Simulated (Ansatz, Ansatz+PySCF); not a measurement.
```yaml
atoms:
  - { symbol: C, position_ang: [0.0003, -0.0363, -0.6415] }
  - { symbol: O, position_ang: [0.0069, -0.0586, 0.7461] }
  - { symbol: H, position_ang: [-0.0024, -1.0748, -1.0185] }
  - { symbol: H, position_ang: [-0.9048, 0.4657, -1.0765] }
  - { symbol: H, position_ang: [0.8935, 0.4751, -1.0717] }
  - { symbol: H, position_ang: [0.0059, 0.8405, 1.0793] }
```

RHF on singlet CH4O was run in several spherical basis sets with Ansatz (development build ahead of 0.2.0).

Problem. Rank the basis sets by the total energy that they give, lowest first, with the distance from the lowest.
A. 6-31G(d)
B. cc-pVDZ
C. def2-TZVP
D. cc-pVTZ
E. def2-SVP
F. STO-3G

Solution. C (0.00 eV), D (0.08 eV), B (1.15 eV), A (1.60 eV), E (3.74 eV), F (42.08 eV).

Totals follow the description of the cores as much as that of the bonds, so this order isn't one of quality for chemistry.
